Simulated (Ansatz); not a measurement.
Mulliken charges of acetonitrile (`CC#N`) from ωB97M-V/def2-TZVPP in Ansatz (PBE0-D4/def2-TZVP geometry).

| atom | x (Å) | y (Å) | z (Å) | charge (e) |
| --- | --- | --- | --- | --- |
| C1 | -0.274 | 0.325 | -0.222 | -0.195 |
| C2 | 0.562 | -0.673 | 0.416 | -0.181 |
| N3 | 1.224 | -1.464 | 0.921 | -0.033 |
| H4 | 0.123 | 0.572 | -1.208 | 0.136 |
| H5 | -1.290 | -0.055 | -0.337 | 0.136 |
| H6 | -0.304 | 1.232 | 0.384 | 0.136 |

**Question.** By hand: the dipole of these point charges (1 e Å = 4.8032 D).

**Answer.** Σ q r = (-0.289, 0.345, -0.220) e Å, of length 0.501 e Å = 2.41 D.

**Question.** How does the dipole of the full density compare? (Estimate.)

**Answer.** The calculation gave: (-0.480, 0.573, -0.366) e Å, 4.00 D; the point charges give 0.60 times that, at 0° from its direction.

Point charges leave out the atoms' own dipoles, such as those of lone pairs, and Mulliken's split depends on the basis, so the two needn't agree.
